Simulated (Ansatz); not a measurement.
Molecule: SiH$_{2}$, net charge 1, doublet state. SMILES of the parent species: [SiH2]

Atoms: Si1, H2, H3. Bonds: Si1-H2, Si1-H3.

Bond lengths (Å) and angles (degrees) optimised at HF/STO-3G with Ansatz (a program for electronic structure); HF/3-21G with Ansatz; HF/6-31G* with Ansatz; B3LYP/LANL2DZ with Ansatz; B3LYP/6-31G* with Ansatz; MP2/6-31G* with Ansatz, each started from the B3LYP-D3(BJ)/def2-TZVP structure (Ansatz) of the last column. A row stands for all coordinates that are equal there. 6-31G* holds six Cartesian d functions. No wavenumbers were computed at HF/STO-3G, B3LYP/LANL2DZ, MP2/6-31G*, so these may be saddle points.

```
coordinate  HF/STO-3G  HF/3-21G  HF/6-31G*  B3LYP/LANL2DZ  B3LYP/6-31G*  MP2/6-31G*  B3LYP-D3(BJ)/def2-TZVP
----------  ---------  --------  ---------  -------------  ------------  ----------  ----------------------
Si1-H2          1.447     1.476      1.466          1.492         1.494       1.479                   1.489
H2-Si1-H3       117.2     121.0      119.8          120.4         119.2       120.1                   119.4
```

Mean signed difference of all 2 bond lengths from B3LYP-D3(BJ)/def2-TZVP: HF/STO-3G -0.042 Å, HF/3-21G -0.013 Å, HF/6-31G* -0.023 Å, B3LYP/LANL2DZ 0.003 Å, B3LYP/6-31G* 0.004 Å, MP2/6-31G* -0.010 Å.
